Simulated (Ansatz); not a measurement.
A made-up structure of CH4AlN, closed shell:

```
7
angstrom
C -1.3093 -0.1936 -0.6978
N -0.2218 -0.0321 -0.1195
Al 1.3075 0.1935 0.6969
H -2.0881 -0.8713 -0.3150
H -1.5665 0.3304 -1.6314
H -0.0269 -0.2325 0.8614
H 2.4915 -0.7691 0.2886
```

It is relaxed with PBE-D4/def2-SVP and then PBE0-D4/def2-TZVP (Ansatz 0.2.0). Atoms count as bonded within 1.22 times the sum of their covalent radii (H–H: 0.88 Å). The end point is not checked to be a true minimum.

Problem. Does its bonding change? (Judge from chemistry; the calculation decides.)

Solution. Computed: Yes. Formed: none; broken: Al3–H6.

Where it ends: The first stage lowers the energy by 2.54 eV in 13 steps. It ends as CH₄AlN ([CH2][NH][AlH]):
```
7
angstrom
C -1.2289 -0.1955 -0.6223
N -0.2332 -0.2204 0.1759
Al 1.5545 0.7553 0.2660
H -2.1474 -0.7445 -0.4311
H -1.1607 0.3971 -1.5306
H -0.3932 -0.7931 1.0039
H 2.1953 -0.7737 0.2213
```

Labels in which every atom is bracketed show which atoms are joined, not bond orders.

For scale, one of the runs: PBE0-D4/def2-TZVP relaxation, 123 basis functions, launched by `ansatz run in.yaml --threads 2 --pin off --events-out ev --progress --plain --max-ram 4352MiB`. Hardware: 2 CPU threads of an Arm Neoverse V2, shared host. Wall time about 24 s.
